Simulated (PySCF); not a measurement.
Ethyl isopropyl sulfide, C₅H₁₂S.
Numbering: `[CH3:1][CH2:2][S:3][CH:4]([CH3:5])[CH3:6]` (hydrogens: H7, H8, H9 on C1; H10, H11 on C2; H12 on C4; H13, H14, H15 on C5; H16, H17, H18 on C6)

Computed by this run: PBE0-D3(BJ)/def2-SVP geometry optimisation, gas phase in PySCF 2.14.0; density fitting, grid level 2; the optimiser is geomeTRIC in internal coordinates, started from a GFN2-xTB structure.

Step 0: E = -16199.2988 eV
```
atom  x, y, z in Å  |  force x, y, z in eV/Å
C1      2.5333   -0.1418    0.2556   -0.240   0.443  -0.222
C2      1.6973    0.8944   -0.4721   -0.274  -0.792  -0.147
S3      0.4365    0.1337   -1.5531   -0.020  -0.017   0.067
C4     -0.9011   -0.2101   -0.3277    0.022   0.199  -0.569
C5     -1.8569    0.9695   -0.2625    0.393  -0.372   0.135
C6     -1.6086   -1.4949   -0.7246    0.413   0.365   0.223
H7      3.2858    0.3495    0.8703    0.351   0.141   0.313
H8      1.9131   -0.7619    0.9005   -0.196  -0.264   0.260
H9      3.0341   -0.7874   -0.4621    0.205  -0.291  -0.226
H10     2.3182    1.4922   -1.1383    0.161   0.320  -0.173
H11     1.1810    1.5578    0.2217   -0.088   0.373   0.203
H12    -0.3965   -0.3442    0.6321    0.113  -0.087   0.313
H13    -2.3475    1.1026   -1.2239   -0.218   0.103  -0.381
H14    -2.6162    0.7972    0.4986   -0.382  -0.026   0.327
H15    -1.3267    1.8879   -0.0183    0.149   0.379   0.089
H16    -2.3825   -1.7359    0.0019   -0.368  -0.107   0.245
H17    -2.0701   -1.3821   -1.7030   -0.247  -0.010  -0.420
H18    -0.9021   -2.3201   -0.7717    0.227  -0.358  -0.036
```

Question: Estimate the geometry and energy of step 1. (The exact step hangs on the optimiser's Hessian estimate; all steps are aligned on step 0, rigid shifts and turns removed.)

Answer: E = -16199.3568 eV, largest force 0.146 eV/Å
```
atom  x, y, z in Å  |  force x, y, z in eV/Å
C1      2.5163   -0.0826    0.2898    0.023  -0.102   0.008
C2      1.6720    0.8787   -0.5235    0.039   0.140   0.015
S3      0.4457    0.0568   -1.5794   -0.015  -0.006  -0.002
C4     -0.8816   -0.2533   -0.3539    0.042  -0.004   0.118
C5     -1.7898    0.9561   -0.2078   -0.057   0.043  -0.065
C6     -1.6422   -1.5021   -0.7667   -0.032  -0.053  -0.031
H7      3.2628    0.4510    0.9014   -0.030   0.023  -0.017
H8      1.8937   -0.6847    0.9712    0.027   0.019  -0.009
H9      3.0483   -0.7808   -0.3747    0.000   0.009   0.041
H10     2.3024    1.4689   -1.2100   -0.050  -0.040   0.025
H11     1.1532    1.6086    0.1234    0.016  -0.033  -0.065
H12    -0.3727   -0.4505    0.6073   -0.031  -0.009  -0.065
H13    -2.3045    1.1586   -1.1613    0.009   0.019   0.043
H14    -2.5569    0.7864    0.5674    0.034  -0.010  -0.005
H15    -1.2259    1.8612    0.0649   -0.001  -0.019   0.010
H16    -2.4548   -1.7144   -0.0521    0.028   0.015  -0.024
H17    -2.0989   -1.3760   -1.7628    0.010   0.006   0.026
H18    -0.9756   -2.3757   -0.8096   -0.013   0.004  -0.003
```

The energy changes by -0.0580 eV. The first-order estimate −F·Δx gives -0.1084 eV and the mean of the old and new forces, exact on a quadratic surface, -0.0547 eV. The step makes an angle of 82° with the force vector and moves no atom by more than 0.133 Å.

What follows is the cost of the whole optimisation. Time: 69 s of wall time; peak memory 0.79 GiB. Hardware: one thread, AMD EPYC 9R14 (x86_64), shared host.
